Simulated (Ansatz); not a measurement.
# C₆H₁₂: a ladder of functionals and wavefunction methods

One table from this session's results is given with a row withheld; the runs are named, their logs left out.

Computed with Ansatz 0.2.0, Gaussian basis. Level: functionals in def2-TZVPP, the program's frozen cores in correlated methods.

The runs, in order: PBE-D4, r2SCAN-D4, PBE0-D4, B3LYP-D4, ωB97X-V, ωB97M-V, B2PLYP; CCSD(T)/def2-TZVPP; MP2/def2-QZVPP; extrapolation to the limit.

## Structure used throughout

An earlier PBE0-D4 in a triple-zeta def2 set relaxation fixed the geometry.

SMILES `C=CC(C)CC`, 18 atoms, charge 0, spin multiplicity 1.

Atoms are counted from 1 here; the program's logs count them from 0.

Bond lengths: C1–C2 1.325 Å, C1–H7 1.086 Å, C1–H8 1.084 Å, C2–C3 1.495 Å, C2–H9 1.091 Å, C3–C4 1.526 Å, C3–C5 1.531 Å, C3–H10 1.098 Å, C4–H11 1.094 Å, C4–H12 1.092 Å, C4–H13 1.093 Å, C5–C6 1.518 Å, C5–H14 1.097 Å, C5–H15 1.096 Å, C6–H16 1.092 Å, C6–H17 1.092 Å, C6–H18 1.094 Å. Angles: C2–C1–H7 121.3°, C2–C1–H8 121.7°, H7–C1–H8 117.0°, C1–C2–C3 125.7°, C1–C2–H9 119.0°, C3–C2–H9 115.3°, C2–C3–C4 110.3°, C2–C3–C5 111.2°, C2–C3–H10 108.0°, C4–C3–C5 110.6°, C4–C3–H10 108.6°, C5–C3–H10 108.1°, C3–C4–H11 110.7°, C3–C4–H12 111.3°, C3–C4–H13 110.9°, H11–C4–H12 107.8°, H11–C4–H13 107.7°, H12–C4–H13 108.3° and more.

The first run:

Input file in.yaml:

```yaml
crystal:
  periodic: [false, false, false]
  atoms:
    - {symbol: C, position_ang: [-2.119034, -0.123754, 1.005587]}
    - {symbol: C, position_ang: [-1.296948, 0.178449, 0.011218]}
    - {symbol: C, position_ang: [0.001319, -0.502056, -0.285012]}
    - {symbol: C, position_ang: [-0.041880, -1.142967, -1.668922]}
    - {symbol: C, position_ang: [1.174449, 0.476393, -0.180990]}
    - {symbol: C, position_ang: [1.383350, 1.038912, 1.213171]}
    - {symbol: H, position_ang: [-1.888446, -0.920605, 1.706419]}
    - {symbol: H, position_ang: [-3.050777, 0.409350, 1.156292]}
    - {symbol: H, position_ang: [-1.565338, 0.986828, -0.670314]}
    - {symbol: H, position_ang: [0.148888, -1.291883, 0.462731]}
    - {symbol: H, position_ang: [-0.199901, -0.384733, -2.442017]}
    - {symbol: H, position_ang: [-0.853194, -1.869848, -1.743469]}
    - {symbol: H, position_ang: [0.898946, -1.653417, -1.890939]}
    - {symbol: H, position_ang: [1.013319, 1.294372, -0.894135]}
    - {symbol: H, position_ang: [2.082833, -0.039134, -0.511800]}
    - {symbol: H, position_ang: [2.233058, 1.724750, 1.240007]}
    - {symbol: H, position_ang: [0.500453, 1.580773, 1.559442]}
    - {symbol: H, position_ang: [1.578893, 0.238578, 1.932722]}
basis:
  gaussian: {orbitals: def2-TZVPP}
hamiltonian: {xc: pbe, dispersion: d4}
output: {forces: true, orbitals: {seedname: orbitals}}
```

On the command line:

```
$ ansatz run in.yaml --threads 2 --pin off --events-out ev --progress --plain --max-ram 32768MiB --backend cuda --devices 0, --max-vram 18GiB
```

Among the steps run: PBE-D4 (GGA); r2SCAN-D4 (meta-GGA); PBE0-D4 (hybrid); B3LYP-D4 (hybrid); ωB97X-V (range-separated); ωB97M-V (range-separated); B2PLYP (double hybrid); CCSD(T) in def2-TZVPP; MP2 in def2-QZVPP.

One of the session's tables, all rows but one given; the rest of the session is left out.

```
            method  atomisation energy (kJ/mol)
            PBE-D4                       7437.4
         r2SCAN-D4                       7315.1
           PBE0-D4                       7355.9
          B3LYP-D4                            ?
           ωB97X-V                       7302.3
           ωB97M-V                       7317.4
            B2PLYP                       7237.1
     HF/def2-TZVPP                       5545.0
    MP2/def2-TZVPP                       7219.1
   CCSD/def2-TZVPP                       7062.6
CCSD(T)/def2-TZVPP                       7150.1
           MP2/CBS                       7366.7
       CCSD(T)/CBS                       7297.7
```

Q: Estimate the row for B3LYP-D4 from the others.

The run gave: atomisation energy (kJ/mol): 7310.8. In the column «atomisation energy (kJ/mol)» it lies between ωB97X-V (7302.3) and r2SCAN-D4 (7315.1).
